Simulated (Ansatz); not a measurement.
C3H6N2 can be A, `N=C1CC1N`, or B, `CN1C=NC1`.

Computed with Ansatz on PBE0-D4/def2-TZVP structures; ΔE is electronic, products minus reactants. CBS: MP2 limit from def2 TZ/QZ plus the TZ coupled-cluster correction, frozen cores. DFT in def2-TZVPP. B3LYP here is the variant with VWN-RPA as its local correlation; programs differ in this. Each species was taken in one conformer, which may not be the lowest.

**Question.** Which is lower in electronic energy at CCSD(T)/CBS, and by how much? (Best estimate.)

**Answer.** The calculation gave: B, by 23.5 kJ/mol.

**Question.** Give E(B) − E(A) in kJ/mol with B3LYP-D4, HF/def2-TZVPP, PBE-D4, B2PLYP, MP2/def2-TZVPP, CCSD(T)/def2-TZVPP, CCSD/def2-TZVPP. (Best estimate.)

**Answer.** The calculation gave: B3LYP-D4 -18.9, HF/def2-TZVPP -23.2, PBE-D4 -19.1, B2PLYP -22.6, MP2/def2-TZVPP -26.3, CCSD(T)/def2-TZVPP -25.2, CCSD/def2-TZVPP -22.6. None reverses the order clearly.

Largest T1 diagnostic: 0.013.
